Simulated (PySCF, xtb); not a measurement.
formaldehyde (CH2O), SMILES O=C.

Harmonic wavenumbers (cm⁻¹) from GFN2-xTB (xtb) at its own minimum, in rising order: 1085, 1203, 1490, 1806, 2793, 2839.

### Question
What does PySCF 2.14.0 with PBE0-D3(BJ)/def2-TZVPD give at its own minimum? (Estimate from the structure and the level; the computed values follow.)

### Answer
1203, 1263, 1527, 1849, 2903, 2963. Paired by order, the mean absolute difference is 82 cm⁻¹ and the zero-point energies are 16.0 and 16.7 kcal/mol.
